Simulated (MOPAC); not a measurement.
MOPAC input (MNDO):

```
MNDO PRECISE GNORM=0.05 LET XYZ UHF MS=0.5 GEO-OK AUX(PRECISION=9) THREADS=1
C3H7

C     0.00208896 1    0.11076286 1    0.56554208 1
C     0.00769666 1    1.29361937 1   -0.33312299 1
C    -0.00859851 1   -1.22977573 1   -0.19896260 1
H    -0.87541578 1    0.14180117 1    1.21884811 1
H     0.88120435 1    0.13115753 1    1.21648066 1
H    -0.01458955 1   -2.07109408 1    0.49776324 1
H     0.93564434 1    1.69815158 1   -0.71482722 1
H    -0.91438724 1    1.68006178 1   -0.74684719 1
H    -0.89180820 1   -1.30714854 1   -0.83534718 1
H     0.87222938 1   -1.32056836 1   -0.83680937 1
```

Output:

```
 *******************************************************************************
 **                                                                           **
 **                              MOPAC v23.2.5                                **
 **                                                                           **
 *******************************************************************************
 ** MOPAC's Digital Object Identifier: https://doi.org/10.5281/zenodo.6511958 **
 **                                                                           **
 ** Please cite the open-source release paper for use of this MOPAC version:  **
 ** J. E. Moussa and J. J. P. Stewart (2026)                                  **
 ** MOPAC: An open-source semiempirical molecular orbital program             **
 ** J. Open Source Softw., 11(119), 8025, https://doi.org/10.21105/joss.08025 **
 *******************************************************************************

                              MNDO CALCULATION RESULTS

 *******************************************************************************
 *  MNDO       - The MNDO Hamiltonian to be used
 *  GEO-OK     - OVERRIDE INTERATOMIC DISTANCE AND OTHER SAFETY CHECKS
 *  UHF        - UNRESTRICTED HARTREE-FOCK CALCULATION
 *  MS=        - IN MECI, MAGNETIC COMPONENT OF SPIN =  0.5
 *  LET        - OVERRIDE SOME SAFETY CHECKS
 *  PRECISE    - TIGHTER CRITERIA TO BE USED
 *  XYZ        - CARTESIAN COORDINATE SYSTEM TO BE USED
 *  GNORM      - EXIT WHEN GRADIENT NORM DROPS BELOW 0.050
 *  AUX        - OUTPUT AUXILIARY INFORMATION
 *******************************************************************************
MNDO PRECISE GNORM=0.05 LET XYZ UHF MS=0.5 GEO-OK AUX(PRECISION=9) THREADS=1
 C3H7

   ATOM   CHEMICAL          X               Y               Z
  NUMBER   SYMBOL      (ANGSTROMS)     (ANGSTROMS)     (ANGSTROMS)

     1       C          0.00208896  *   0.11076286  *   0.56554208  *
     2       C          0.00769666  *   1.29361937  *  -0.33312299  *
     3       C         -0.00859851  *  -1.22977573  *  -0.19896260  *
     4       H         -0.87541578  *   0.14180117  *   1.21884811  *
     5       H          0.88120435  *   0.13115753  *   1.21648066  *
     6       H         -0.01458955  *  -2.07109408  *   0.49776324  *
     7       H          0.93564434  *   1.69815158  *  -0.71482722  *
     8       H         -0.91438724  *   1.68006178  *  -0.74684719  *
     9       H         -0.89180820  *  -1.30714854  *  -0.83534718  *
    10       H          0.87222938  *  -1.32056836  *  -0.83680937  *

          CARTESIAN COORDINATES

    NO.       ATOM           X           Y           Z

     1         C          0.0021      0.1108      0.5655
     2         C          0.0077      1.2936     -0.3331
     3         C         -0.0086     -1.2298     -0.1990
     4         H         -0.8754      0.1418      1.2188
     5         H          0.8812      0.1312      1.2165
     6         H         -0.0146     -2.0711      0.4978
     7         H          0.9356      1.6982     -0.7148
     8         H         -0.9144      1.6801     -0.7468
     9         H         -0.8918     -1.3071     -0.8353
    10         H          0.8722     -1.3206     -0.8368

  H: (MNDO): M.J.S. DEWAR, W. THIEL, J. AM. CHEM. SOC., 99, 4899, (1977)
  C: (MNDO): M.J.S. DEWAR, W. THIEL, J. AM. CHEM. SOC., 99, 4899, (1977)

           Empirical Formula: C3 H7  =    10 atoms

      MOLECULAR POINT GROUP   :   Cs

          UHF CALCULATION, NO. OF ALPHA ELECTRONS =   10
                           NO. OF BETA  ELECTRONS =    9

          Geometry optimization using EF

          DIAGONAL MATRIX USED AS START HESSIAN

 CYCLE:     1  GRAD.:    49.650 HEAT:  6.228831
 CYCLE:     2  GRAD.:   308.412 HEAT:  28.18574
 CYCLE:     3  GRAD.:    95.166 HEAT:  10.43782
 CYCLE:     4  GRAD.:   140.120 HEAT:  11.37988
 CYCLE:     5  GRAD.:   178.867 HEAT:  12.73208
 CYCLE:     6  GRAD.:   217.383 HEAT:  18.80318
 CYCLE:     7  GRAD.:   163.336 HEAT:  16.95986
 CYCLE:     8  GRAD.:   163.103 HEAT:  11.85192
 CYCLE:     9  GRAD.:   202.949 HEAT:  17.14655
 CYCLE:    10  GRAD.:   126.317 HEAT:  12.25099
 CYCLE:    11  GRAD.:   112.397 HEAT:  11.86398
 CYCLE:    12  GRAD.:   129.839 HEAT:  9.902694
 CYCLE:    13  GRAD.:   305.027 HEAT:  25.79916
 CYCLE:    14  GRAD.:    84.126 HEAT:  8.082073
 CYCLE:    15  GRAD.:   120.053 HEAT:  9.407906
 CYCLE:    16  GRAD.:   188.192 HEAT:  13.44831
 CYCLE:    17  GRAD.:   126.356 HEAT:  11.65077
 CYCLE:    18  GRAD.:   122.637 HEAT:  8.982058
 CYCLE:    19  GRAD.:   333.284 HEAT:  33.79622
 CYCLE:    20  GRAD.:    31.284 HEAT:  5.482082
 CYCLE:    21  GRAD.:    11.123 HEAT:  5.125049
 CYCLE:    22  GRAD.:     2.502 HEAT:  5.086517
 CYCLE:    23  GRAD.:     1.349 HEAT:  5.082663
 CYCLE:    24  GRAD.:     0.444 HEAT:  5.081566
 CYCLE:    25  GRAD.:     0.464 HEAT:  5.080930
 CYCLE:    26  GRAD.:     0.467 HEAT:  5.080246
 CYCLE:    27  GRAD.:     0.136 HEAT:  5.080072
 CYCLE:    28  GRAD.:     0.047 HEAT:  5.080050

     GRADIENT =  0.04723 IS LESS THAN CUTOFF =  0.05000

 -------------------------------------------------------------------------------
 MNDO PRECISE GNORM=0.05 LET XYZ UHF MS=0.5 GEO-OK AUX(PRECISION=9) THREADS=1
 C3H7

     GEOMETRY OPTIMISED USING EIGENVECTOR FOLLOWING (EF).
     SCF FIELD WAS ACHIEVED

                              MNDO CALCULATION
                                                       MOPAC v23.2.5 Linux

          FINAL HEAT OF FORMATION =          5.08005 KCAL/MOL =      21.25493 KJ/MOL

          COSMO AREA              =         94.41 SQUARE ANGSTROMS
          COSMO VOLUME            =         77.04 CUBIC ANGSTROMS

          GRADIENT NORM           =          0.04723          =       0.01493 PER ATOM
          IONIZATION POTENTIAL    =          9.490675 EV
          ALPHA SOMO LUMO (EV)    =         -9.491  3.535
          BETA  SOMO LUMO (EV)    =        -12.335  1.258
          NO. OF ALPHA ELECTRONS  =         10
          NO. OF BETA  ELECTRONS  =          9
          MOLECULAR WEIGHT        =         43.0883         POINT GROUP:  Cs

          MOLECULAR DIMENSIONS (Angstroms)

            Atom       Atom       Distance
            H     7    H     6     4.11890
            H    10    H     4     3.08202
            H     5    H     9     2.72108

          SCF CALCULATIONS        =         29

   ATOM   CHEMICAL          X               Y               Z
  NUMBER   SYMBOL      (ANGSTROMS)     (ANGSTROMS)     (ANGSTROMS)

     1       C          0.00233970  *   0.10536899  *   0.54571870  *
     2       C          0.00692877  *   1.28953425  *  -0.34869300  *
     3       C         -0.00800422  *  -1.23622122  *  -0.19615371  *
     4       H         -0.88667181  *   0.15344144  *   1.21850697  *
     5       H          0.89456791  *   0.14199189  *   1.21472072  *
     6       H         -0.01172200  *  -2.07658739  *   0.52790849  *
     7       H          0.93264027  *   1.74956468  *  -0.66961121  *
     8       H         -0.91567007  *   1.73234960  *  -0.70136051  *
     9       H         -0.90663717  *  -1.34091620  *  -0.83704784  *
    10       H          0.88610389  *  -1.35251035  *  -0.84137128  *

                             CARTESIAN COORDINATES

   1    C        0.002339698     0.105368986     0.545718705
   2    C        0.006928771     1.289534253    -0.348692999
   3    C       -0.008004222    -1.236221220    -0.196153715
   4    H       -0.886671807     0.153441435     1.218506966
   5    H        0.894567913     0.141991891     1.214720725
   6    H       -0.011722003    -2.076587390     0.527908494
   7    H        0.932640266     1.749564679    -0.669611207
   8    H       -0.915670072     1.732349605    -0.701360509
   9    H       -0.906637170    -1.340916204    -0.837047838
  10    H        0.886103893    -1.352510349    -0.841371280

           Empirical Formula: C3 H7  =    10 atoms

      MOLECULAR POINT GROUP   :   Cs

          ALPHA EIGENVALUES
 -37.24855 -28.84875 -22.54338 -15.91246 -14.94040 -13.95752 -13.61292 -12.85719
 -12.37734  -9.49068   3.53491   3.88219   4.28275   4.35309   4.73345   4.90139
   5.03618   5.74007   5.79597

           BETA EIGENVALUES
 -36.83942 -27.98986 -22.08007 -15.79407 -14.81453 -13.83069 -13.36885 -12.70418
 -12.33539   1.25806   3.56319   4.02928   4.39579   4.44295   4.92069   5.32261
   5.67420   5.80054   5.99620

              NET ATOMIC CHARGES AND DIPOLE CONTRIBUTIONS

  ATOM NO.   TYPE          CHARGE      No. of ELECS.   s-Pop       p-Pop
    1          C           0.002468        3.9975     1.20426     2.79327
    2          C          -0.122750        4.1227     1.27345     2.84930
    3          C           0.034670        3.9653     1.22029     2.74504
    4          H           0.007179        0.9928     0.99282
    5          H           0.007026        0.9930     0.99297
    6          H          -0.007068        1.0071     1.00707
    7          H           0.044034        0.9560     0.95597
    8          H           0.043945        0.9561     0.95606
    9          H          -0.004789        1.0048     1.00479
   10          H          -0.004715        1.0047     1.00472
 DIPOLE           X         Y         Z       TOTAL
 POINT-CHG.    -0.001    -0.087    -0.007     0.087
 HYBRID        -0.000     0.048     0.006     0.049
 SUM           -0.001    -0.039    -0.000     0.039

          ATOMIC ORBITAL ELECTRON POPULATIONS

     Atom    s        px        py        pz
    1  C   1.20426   0.93090   0.93021   0.93216
    2  C   1.27345   0.92018   0.95111   0.97802
    3  C   1.22029   0.91775   0.91135   0.91595
    4  H   0.99282
    5  H   0.99297
    6  H   1.00707
    7  H   0.95597
    8  H   0.95606
    9  H   1.00479
   10  H   1.00472

                    (SZ)    =    0.500000
                    (S**2)  =    0.759889

          ATOMIC ORBITAL SPIN POPULATIONS

    Atom   Total    s     px     py     pz
         Atomic
    1  C -0.0859 -0.009 -0.009 -0.038 -0.030
    2  C  1.1294  0.057  0.054  0.374  0.645
    3  C  0.0430  0.007  0.003  0.025  0.008
    4  H  0.0152  0.015
    5  H  0.0135  0.013
    6  H -0.0021 -0.002
    7  H -0.0539 -0.054
    8  H -0.0540 -0.054
    9  H -0.0026 -0.003
   10  H -0.0026 -0.003

 **********************
 *                    *
 * JOB ENDED NORMALLY *
 *                    *
 **********************

 == MOPAC DONE ==
```
